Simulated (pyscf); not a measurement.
This saddle point was located with ωB97X-D3(BJ)/def2-SVP in PySCF.

```
Mo
F 1 1.8263
F 1 1.8338 2 84.95
F 1 1.8341 2 85.01 3 -159.64
F 1 1.8562 2 121.35 3 -79.77
O 1 2.0302 2 164.17 3 100.88
H 6 0.9707 1 122.49 2 178.84
H 6 1.2901 7 148.96 5 179.46
S 8 1.5433 6 123.44 7 -179.35
```

Surface: singlet, charge 0. Lowest wavenumbers (cm⁻¹): 1381i, 111, 135, 168, 215.

Name the species on either side of this saddle.

`[F][Mo]([F])([F])([F])=[S]` + `[OH2]` ⇌ `[OH][Mo]([F])([F])([F])([F])[SH]`, an addition across a multiple bond or ene-type step read from left to right: H–O broken and H–S, Mo–O formed. At ωB97M-D3(BJ)/def2-TZVP it lies +32.2 kcal/mol from the left side and +17.7 kcal/mol from the right (each side as separated species at their lowest minima found). On the reactant side the descent ends in an adduct with a Mo–O contact, 1.2 kcal/mol under the separated species and 31.5 kcal/mol under the saddle at ωB97X-D3(BJ)/def2-TZVP. What is counted as formed (Mo–O) is already present as a longer contact in the reactant adduct; forming that adduct is a step of its own. This is the saddle that the search found; another between the same sides may lie lower. Elements past Kr carry the def2 core potentials, without spin-orbit coupling.
